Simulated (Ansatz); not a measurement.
## SnH$_{2}$⁻, doublet in def2-SVPD: errors against UCCSDT(Q)

Geometry: a PBE0/def2-TZVPD stationary point for this spin, not checked as a minimum.

```xyz
3

Sn    0.0000   -0.0211    0.0000
H     0.0000    1.2419   -1.2881
H     0.0000    1.2419    1.2881
```

Basis def2-SVPD with its core potentials; Ansatz 0.2.0. Only valence electrons are correlated (noble-gas cores and the filled d shells of p-block atoms frozen), which leaves 7 electrons in 39 orbitals. Prefix R: restricted or restricted open-shell reference; prefix U: unrestricted. Active spaces: valence = (7e, 6o) chosen from the atoms' valence shells. No spin–orbit coupling is included; scalar relativity enters through the core potentials alone.

Full CI isn't at hand for all of this; UCCSDT(Q) serves as the reference, and is uncertain by about the last step of the cluster series. The frozen core follows each run's orbitals, which can shift R against U totals by a few meV for light atoms and by up to 0.1 eV past Ca.

```
UHF ⟨S²⟩                          : 0.770
T1 diagnostic (RCCSD)             : 0.0215
largest doubles amplitude (RCCSD) : 0.057
T1 diagnostic (UCCSD)             : 0.0182
```

From what is known of these methods and the diagnostics, rank them by the size of their error in total energy against UCCSDT(Q) in def2-SVPD, smallest first (an estimate: the text doesn't fix the numbers).
A. UMP2
B. UCCSD(T)
C. UCCSDT
D. UCCSD
E. UHF

C (0.3 kJ/mol), B (2.3 kJ/mol), D (10.3 kJ/mol), A (76.2 kJ/mol), E (308.9 kJ/mol).

All errors are against UCCSDT(Q) in def2-SVPD. Within each family the higher level lies nearer, as is usual though not guaranteed.

Natural occupations of CASSCF (valence space) about the gap: 1.997 1.970 1.962 1.000 0.036 0.035; effectively unpaired electrons, Σ n²(2−n)², 1.02.
